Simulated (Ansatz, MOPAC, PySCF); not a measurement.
Molecule: CHO, charge 0, multiplicity 2. SMILES: O=[CH]
Geometry: optimised at B3LYP-D3(BJ)/def2-TZVP (Ansatz, a quantum-chemistry and plane-wave program).

Unscaled harmonic wavenumbers (cm⁻¹) in rising order, each level at the stationary point that it reaches from this structure (no distance between atoms moves by over 0.3 Å); the order of modes can differ between levels, and a negative number is imaginary. B3LYP-D3(BJ)/def2-TZVP (PySCF, at the structure above): 1108, 1934, 2642.

PM7 (MOPAC): 778, 1987, 2676. Zero-point energy 7.8 against 8.1 kcal/mol; where all levels lie over 400 cm⁻¹, the wavenumbers are on average 0.914 times those of B3LYP-D3(BJ)/def2-TZVP.

HF/3-21G (Ansatz): 1239, 1945, 2966. Zero-point energy 8.8 against 8.1 kcal/mol; where all levels lie over 400 cm⁻¹, the wavenumbers are on average 1.082 times those of B3LYP-D3(BJ)/def2-TZVP.

HF/6-31G* (Ansatz): 1251, 2143, 2918. Zero-point energy 9.0 against 8.1 kcal/mol; where all levels lie over 400 cm⁻¹, the wavenumbers are on average 1.114 times those of B3LYP-D3(BJ)/def2-TZVP.

B3LYP/6-31G* (Ansatz): 1131, 1947, 2660. Zero-point energy 8.2 against 8.1 kcal/mol; where all levels lie over 400 cm⁻¹, the wavenumbers are on average 1.011 times those of B3LYP-D3(BJ)/def2-TZVP.
